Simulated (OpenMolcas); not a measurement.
## Worked example: vertical energy of the quartet above the doublet of CH4FSi (SMILES C[SiH]F)

CH4FSi: 7 atoms, total charge 0, spin state doublet. As SMILES, `C[SiH]F`. Geometry: relaxed at PBE0-D4/def2-TZVP.

Both states at this one shape; open shells run unrestricted unless said. 1 Eh = 27.2114 eV.

| level | program | doublet CH4FSi (Eh) | quartet CH4FSi (Eh) |
| --- | --- | --- | --- |
| UPBE/aug-cc-pVDZ | OpenMolcas | -429.563720 | -429.303309 |
| U-r2SCAN/aug-cc-pVDZ | OpenMolcas | -429.777892 | -429.508163 |
| UBHLYP/aug-cc-pVDZ | OpenMolcas | -429.809713 | -429.518049 |
| UM06-2X/aug-cc-pVDZ | OpenMolcas | -429.790427 | -429.501626 |

Work out the vertical gap, second state less first, at each level.


1. UPBE/aug-cc-pVDZ: -429.303309 − (-429.563720) = 0.260411 Eh = 7.09 eV.
2. U-r2SCAN/aug-cc-pVDZ: -429.508163 − (-429.777892) = 0.269729 Eh = 7.34 eV.
3. UBHLYP/aug-cc-pVDZ: -429.518049 − (-429.809713) = 0.291664 Eh = 7.94 eV.
4. UM06-2X/aug-cc-pVDZ: -429.501626 − (-429.790427) = 0.288801 Eh = 7.86 eV.

No measured value is set beside it here; the levels span 7.09 to 7.94 eV.
